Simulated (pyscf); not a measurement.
Single points on ωB97X-D3(BJ)/def2-SVP structures (PySCF, gas phase).

Problem. Estimate by transition-state theory the rate constant of `[OH][AsH][GaH2]` + `[H][H]` → `[OH][AsH2]` + `[GaH3]` (singlet surface; As–Ga, H–H broken, As–H, Ga–H formed) at 1200 K, with ωB97M-D3(BJ)/def2-TZVP energies (ideal gas, 1 atm, RRHO with modes under 100 cm⁻¹ raised to 100, one conformer, R ln 2 for chiral ones without a mode under 150 cm⁻¹; no tunnelling).

Solution. The electronic barrier is 24.3 kcal/mol and the thermal terms add +34.0, so ΔG‡ = 58.4 kcal/mol. With k_BT/h = 2.50e+13 s⁻¹ and RT = 2.385 kcal/mol, and a volume of 1.64e-19 cm³ per molecule at 1 atm, k = 9.5e-17 cm³ molecule⁻¹ s⁻¹. Wigner's tunnelling factor for 269i cm⁻¹ would be 1.00. A shift of 1 kcal/mol in the barrier changes k by a factor 1.5. On the reactant side the descent ends in an adduct with a Ga–O contact (not fully relaxed), 1.1 kcal/mol under the separated species and 28.4 kcal/mol under the saddle at ωB97X-D3(BJ)/def2-TZVP. On the product side the descent ends in an adduct with a Ga–O contact (not fully relaxed), 18.1 kcal/mol under the separated species and 32.3 kcal/mol under the saddle at ωB97X-D3(BJ)/def2-TZVP. At the saddle there is also a short Ga–H contact that neither side keeps. At ωB97X-D3(BJ)/def2-TZVP the barrier from the zero used here is 27.3 kcal/mol. HO–AsH–GaH₂ is closed by a dative Ga–O contact. HO–AsH–GaH₂ lies 24.7 kcal/mol over its isomer HO–GaH–AsH₂ (electronic energy, ωB97M-D3(BJ)/def2-TZVP). One saddle was located; it need not be the lowest between these sides. Elements up to Kr have no core potential and no relativistic terms here.
